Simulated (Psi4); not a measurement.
# SiN2H4 (Si(NH2)2) at 3 levels

We compute a comparison of 3 runs (B3LYP/6-31G*, PBE0/def2-SVP, CCSD/6-311+G**) of SiN2H4 (Si(NH2)2). 

The results are computed with Psi4 1.11.

1 further run of the same task is left out (set aside as unsound or not needed).

## (1) Starting point

SiN2H4: 7 atoms, total charge 0, spin state singlet. SMILES: `N[Si]N`. The coordinates come from a GFN2-xTB relaxation. This is one conformer, not always the lowest.

Bond lengths: Si1–N2 1.717 Å, Si1–N5 1.717 Å, N2–H3 1.004 Å, N2–H4 1.012 Å, N5–H6 1.005 Å, N5–H7 1.012 Å. Angles: N2–Si1–N5 98.7°, Si1–N2–H3 122.8°, Si1–N2–H4 125.0°, Si1–N5–H6 122.9°, Si1–N5–H7 125.1°, H3–N2–H4 112.1°, H6–N5–H7 112.0°.

## (2) A single-point energy at B3LYP/6-31G(d) (Cartesian functions) (run 1)

The input, h4n2si.xyz:

```xyz
7
H4N2Si
Si     0.009630     0.880650    -0.762080
N      1.303790     0.016250    -0.035980
H      2.268610     0.210470    -0.236220
H      1.196400    -0.748430     0.617520
N     -1.302450     0.053850    -0.024690
H     -2.263120     0.292130    -0.197200
H     -1.212860    -0.704930     0.638650
```

The input, h4n2si.py:

```python
import psi4

psi4.set_memory('1600 MB')
psi4.set_num_threads(1)
psi4.core.set_output_file('run.log', False)

with open('h4n2si.xyz') as f:
    atoms = ''.join(f.readlines()[2:])
m = psi4.geometry('0 1\n' + atoms + 'symmetry c1\nno_reorient\nno_com')

psi4.set_options({
    'basis': '6-31G*',
    'puream': False,
    'e_convergence': 1e-09,
    'd_convergence': 1e-08,
    'scf_type': 'pk',
    'dft_radial_points': 99,
    'dft_spherical_points': 590,
})

energy_value, wavefunction = psi4.energy('b3lyp', return_wfn=True)
print(f'total energy {energy_value:.8f} hartree = {energy_value * 27.211386:.5f} eV')
```

Launch:

```bash
$ python h4n2si.py
```

run.log:

```text
[...]
  Running in c1 symmetry.
[...]
  Nuclear repulsion =  103.309387026185647
[...]
  Multiplicity = 1
[...]
  Nalpha       = 16
  Nbeta        = 16
[...]
    Number of basis functions: 57
[...]
   @RKS iter   1:  -400.96634629446271   -8.34477e-02   1.81135e-02 ADIIS/DIIS
[...]
   @RKS iter  11:  -401.42686528461485   -1.13687e-12   5.76461e-10 DIIS
[...]
  @RKS Final Energy:  -401.42686528461485
   => Energetics <=
    Nuclear Repulsion Energy =            103.3093870261856466
    One-Electron Energy =                -758.1567193504203033
    Two-Electron Energy =                 282.7044249528937030
    DFT Exchange-Correlation Energy =     -29.2839579132738699
    Empirical Dispersion Energy =           0.0000000000000000
    VV10 Nonlocal Energy =                  0.0000000000000000
    Total Energy =                       -401.4268652846148484
[...]
 Multipole Moments:
 ------------------------------------------------------------------------------------
     Multipole            Electronic (a.u.)      Nuclear  (a.u.)        Total (a.u.)
 ------------------------------------------------------------------------------------
 L = 1.  Multiply by 2.5417464519 to convert [e a0] to [Debye]
 Dipole X            :         -0.2604052            0.2517682           -0.0086370
 Dipole Y            :        -23.1878268           22.4292350           -0.7585918
 Dipole Z            :         20.0657115          -19.4094904            0.6562210
 Magnitude           :                                                    1.0030764
[...]
```

On the terminal:

```text
total energy -401.42686528 hartree = -10923.38138 eV
```

It took 15 s on 1 thread of AMD EPYC 7B13 (Zen 3), shared host; peak memory 0.82 GiB.

## (3) The energy at PBE0/def2-SVP (run 2)

The input, job.json:

```json
{
  "schema_name": "qcschema_input",
  "schema_version": 1,
  "molecule": {
    "schema_name": "qcschema_molecule",
    "schema_version": 2,
    "symbols": ["Si", "N", "H", "H", "N", "H", "H"],
    "geometry": [0.01819806, 1.66418731, -1.44012249, 2.46380602, 0.03070805, -0.06799235, 4.28705158, 0.39773066, -0.44639111, 2.26086834, -1.41432772, 1.16694368, -2.46127379, 0.10176175, -0.04665734, -4.27667699, 0.55204569, -0.37265399, -2.29197323, -1.33212464, 1.20687359],
    "molecular_charge": 0,
    "molecular_multiplicity": 1,
    "fix_symmetry": "c1"
  },
  "driver": "energy",
  "model": {
    "method": "pbe0",
    "basis": "def2-SVP"
  },
  "keywords": {
    "reference": "rks",
    "puream": true,
    "e_convergence": 1e-09,
    "d_convergence": 1e-08,
    "scf_type": "pk",
    "dft_radial_points": 99,
    "dft_spherical_points": 590,
    "scf_properties": ["DIPOLE", "MULLIKEN_CHARGES", "QUADRUPOLE"]
  }
}
```

Launch:

```bash
$ psi4 --qcschema job.json -n 1 --memory 1600MB
```

stdout:

```text
[...]
  Running in c1 symmetry.
[...]
  Nuclear repulsion =  103.309387090509304
[...]
  Multiplicity = 1
[...]
  Nalpha       = 16
  Nbeta        = 16
[...]
    Number of basis functions: 66
[...]
   @RKS iter   1:  -400.62908529709426   -1.74041e-01   1.40104e-02 ADIIS/DIIS
[...]
   @RKS iter  10:  -401.00463721101698   -1.25624e-11   7.03850e-09 DIIS
[...]
  @RKS Final Energy:  -401.00463721101698
   => Energetics <=
    Nuclear Repulsion Energy =            103.3093870905093041
    One-Electron Energy =                -757.9486884896507490
    Two-Electron Energy =                 280.8929420434533881
    DFT Exchange-Correlation Energy =     -27.2582778553289096
    Empirical Dispersion Energy =           0.0000000000000000
    VV10 Nonlocal Energy =                  0.0000000000000000
    Total Energy =                       -401.0046372110169841
[...]
 Multipole Moments:
 ------------------------------------------------------------------------------------
     Multipole            Electronic (a.u.)      Nuclear  (a.u.)        Total (a.u.)
 ------------------------------------------------------------------------------------
 L = 1.  Multiply by 2.5417464519 to convert [e a0] to [Debye]
 Dipole X            :          0.0189161           -0.0274675           -0.0085514
 Dipole Y            :          1.6711145           -2.4197960           -0.7486815
 Dipole Z            :         -1.4463662            2.0940035            0.6476373
 Magnitude           :                                                    0.9899652
 L = 2.  Multiply by 1.3450342976 to convert [e a0^2] to [Debye ang]
 Quadrupole XX       :       -146.2583079          131.9335848          -14.3247232
 Quadrupole XY       :          1.6373416           -1.7742789           -0.1369373
[...]
```

The result, in JSON:

```text
{
 "driver": "energy",
 "model": {
  "method": "pbe0",
  "basis": "def2-SVP"
 },
 "success": true,
 "return_result": -401.004637211017,
 "properties": {
  "calcinfo_nbasis": 66,
  "calcinfo_nmo": 66,
  "calcinfo_nalpha": 16,
  "calcinfo_nbeta": 16,
  "calcinfo_natom": 7,
  "nuclear_repulsion_energy": 103.3093870905093,
  "return_energy": -401.004637211017,
  "scf_one_electron_energy": -757.9486884896507,
  "scf_two_electron_energy": 280.8929420434534,
  "scf_xc_energy": -27.25827785532891,
  "scf_dipole_moment": [-0.008551374266287576, -0.7486815146387777, 0.6476372812141937],
  "scf_total_energy": -401.004637211017,
  "scf_iterations": 10
 }
}
```

Run time: 10 s. Hardware: 1 thread of AMD EPYC 7B13 (Zen 3), shared host; peak memory 0.89 GiB.

## (4) A single-point energy at CCSD/6-311+G(d,p) (density fitting, density fitting for correlation) (run 3)

The input, calc.inp:

```
memory 1600 mb

molecule system {
  0 1
  Si
  N 1 r2
  H 2 r3 1 a3
  H 2 r4 3 a4 1 d4
  N 1 r5 2 a5 3 d5
  H 5 r6 1 a6 2 d6
  H 5 r7 6 a7 1 d7

  r2 = 1.717341
  r3 = 1.004338
  a3 = 122.84033
  r4 = 1.011598
  a4 = 112.14543
  d4 = 178.81694
  r5 = 1.717235
  a5 = 98.7365
  d5 = 179.17933
  r6 = 1.004701
  a6 = 122.86504
  d6 = 179.10191
  r7 = 1.011827
  a7 = 112.02933
  d7 = 178.82084
  symmetry c1
}

set globals {
  freeze_core true
  cc_type     df
  scf_type    df
}

e = energy('ccsd/6-311+G**')
```

Launch:

```bash
$ psi4 -n 1 calc.inp calc.out
```

calc.out:

```text
[...]
  Running in c1 symmetry.
[...]
  Nuclear repulsion =  103.309376119874358
[...]
  Multiplicity = 1
[...]
  Nalpha       = 16
  Nbeta        = 16
[...]
    Number of basis functions: 98
[...]
   @DF-RHF iter   1:  -400.05393588277065   -6.96771e-01   6.58992e-03 DIIS/ADIIS
[...]
   @DF-RHF iter  11:  -400.23689524640514   -2.55795e-12   4.23932e-09 DIIS
[...]
  @DF-RHF Final Energy:  -400.23689524640514
   => Energetics <=
    Nuclear Repulsion Energy =            103.3093761198743579
    One-Electron Energy =                -757.7111329305168965
    Two-Electron Energy =                 254.1648615642373557
    Total Energy =                       -400.2368952464051404
[...]
 Multipole Moments:
 ------------------------------------------------------------------------------------
     Multipole            Electronic (a.u.)      Nuclear  (a.u.)        Total (a.u.)
 ------------------------------------------------------------------------------------
 L = 1.  Multiply by 2.5417464519 to convert [e a0] to [Debye]
 Dipole X            :          0.0255016           -0.0348102           -0.0093085
 Dipole Y            :         -1.7916440            2.4295003            0.6378563
 Dipole Z            :         -1.5361580            2.0826275            0.5464696
 Magnitude           :                                                    0.8399859
[...]
      * MP2 total energy:                  -400.692105550404
[...]
      * CCSD total energy:                 -400.720009526326
[...]
```

It took 32 s on 1 thread of AMD EPYC 7B13 (Zen 3), shared host; peak memory 0.28 GiB.

## (5) Overview of the runs

| run | level | Cartesian functions | integrals | energy (Eh) | dipole moment (D) | HOMO energy (eV) | LUMO energy (eV) | wall time |
| --- | --- | --- | --- | --- | --- | --- | --- | --- |
| 1 | B3LYP/6-31G* (Cartesian functions) | yes | pk | -401.426865 | 2.55 | -5.96 | -0.10 | 15 s |
| 2 | PBE0/def2-SVP | no | pk | -401.004637 | 2.52 | -6.16 | 0.05 | 10 s |
| 3 | CCSD/6-311+G** (density fitting, density fitting for correlation) | no | df | -400.720010 | – | -8.93 | 1.77 | 32 s |

## (6) Summary of results

```
                                          quantity          value
                               run 3: total energy  -400.72001 Eh
        run 3: HOMO energy (Hartree–Fock orbitals)       -8.93 eV
        run 3: LUMO energy (Hartree–Fock orbitals)        1.77 eV
      run 3: HOMO–LUMO gap (Hartree–Fock orbitals)       10.70 eV
run 3: correlation energy (7 core orbitals frozen)     -483.1 mEh
                              run 3: T1 diagnostic          0.014
```

**Reading.** Totals of different functionals can't be ranked against each other. All runs together took 57 s, the longest 32 s.
